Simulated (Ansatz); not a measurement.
# PH₂O₄−: a ladder of functionals and wavefunction methods

The task here is to estimate one member of a computed series from the others.

Program: Ansatz 0.2.0, Gaussian basis. Level of theory: functionals in def2-TZVPPD, the program's frozen cores in correlated methods. These are calculated values, not measurements.

The runs, in order: LDA (SPW92), PBE-D4, revPBE-D4, BLYP-D4, r2SCAN-D4, B97M-V, PBE0-D4, B3LYP-D4, r2SCANh-D4, r2SCAN0-D4, HSE06-D4, BHLYP-D4, CAM-B3LYP-D4, LC-ωPBE, ωB97X-V, ωB97M-V, B2PLYP, PBE-QIDH; CCSD(T)/def2-SVPD; CCSD(T)/def2-TZVPPD; CCSD(T)/def2-QZVPPD; extrapolation to the limit; RPA on PBE.

### The relaxed structure

The geometry comes from an earlier relaxation with PBE0-D4 in a triple-zeta def2 set; it is a stationary point, not always the lowest conformer.

SMILES `O=P([O-])(O)O`, 7 atoms, charge -1, spin multiplicity 1.

Atoms are counted from 1 here; the program's logs count them from 0.

Bond lengths: O1–P2 1.486 Å, P2–O3 1.486 Å, P2–O4 1.648 Å, P2–O5 1.648 Å, O4–H6 0.961 Å, O5–H7 0.961 Å. Angles: O1–P2–O3 125.3°, O1–P2–O4 107.4°, O1–P2–O5 106.4°, O3–P2–O4 106.4°, O3–P2–O5 107.4°, O4–P2–O5 101.4°, P2–O4–H6 105.2°, P2–O5–H7 105.2°.

The first run:

in.yaml reads:

```yaml
crystal:
  periodic: [false, false, false]
  atoms:
    - {symbol: O, position_ang: [0.345975, -1.629065, 0.428378]}
    - {symbol: P, position_ang: [-0.184046, -0.355474, -0.124756]}
    - {symbol: O, position_ang: [-1.313210, -0.239257, -1.084126]}
    - {symbol: O, position_ang: [-0.554255, 0.619260, 1.151289]}
    - {symbol: O, position_ang: [1.102304, 0.439358, -0.779742]}
    - {symbol: H, position_ang: [-1.274830, 1.174933, 0.842305]}
    - {symbol: H, position_ang: [1.878051, -0.009745, -0.433337]}
basis:
  gaussian: {orbitals: "def2-TZVPPD.json"}
total_charge: -1
hamiltonian: {xc: lda}
output: {orbitals: {seedname: orbitals}}
```

Command:

```sh
> ansatz run in.yaml --threads 2 --pin off --events-out ev --progress --plain --max-ram 32768MiB --backend cpu
```

Among the steps run: LDA; PBE-D4 (GGA); revPBE-D4 (GGA); BLYP-D4 (GGA); r2SCAN-D4 (meta-GGA); B97M-V (meta-GGA); PBE0-D4 (hybrid); B3LYP-D4 (hybrid); r2SCANh-D4 (hybrid); r2SCAN0-D4 (hybrid); HSE06-D4 (hybrid); BHLYP-D4 (hybrid); CAM-B3LYP-D4 (range-separated); LC-ωPBE (range-separated); ωB97X-V (range-separated); ωB97M-V (range-separated); B2PLYP (double hybrid); PBE-QIDH (double hybrid).

One of the session's tables, all rows but one given; the rest of the session is left out.

It belongs to the step «Orbital energies across the functionals». Levels, from each run's orbital file:

```
  functional  HOMO (eV)  LUMO (eV)  gap (eV)
 LDA (SPW92)      -1.22       3.14      4.36
      PBE-D4      -0.99       3.14      4.13
   revPBE-D4      -0.90       3.10      4.00
     BLYP-D4          ?          ?         ?
   r2SCAN-D4      -1.26       3.73      5.00
      B97M-V      -1.35       3.26      4.61
     PBE0-D4      -2.54       3.69      6.23
    B3LYP-D4      -2.30       3.43      5.73
  r2SCANh-D4      -1.86       3.87      5.73
  r2SCAN0-D4      -2.76       4.05      6.82
    HSE06-D4      -2.13       3.41      5.54
    BHLYP-D4      -4.08       4.01      8.09
CAM-B3LYP-D4      -4.05       4.11      8.16
     LC-ωPBE      -5.38       4.86     10.24
     ωB97X-V      -5.03       4.86      9.89
     ωB97M-V      -4.99       4.22      9.22
```

Q: Estimate the row for BLYP-D4 from the others.

Worked estimate for «HOMO (eV)». Against the share of exact exchange, B3LYP-D4 (0.2, -2.30), BHLYP-D4 (0.5, -4.08) give a slope of -5.93 per unit share; at 0 the line stands at -1.11.

**Answer.** HOMO (eV): -0.90; LUMO (eV): 3.11; gap (eV): 4.01. In «HOMO (eV)» the line misses by -0.21.
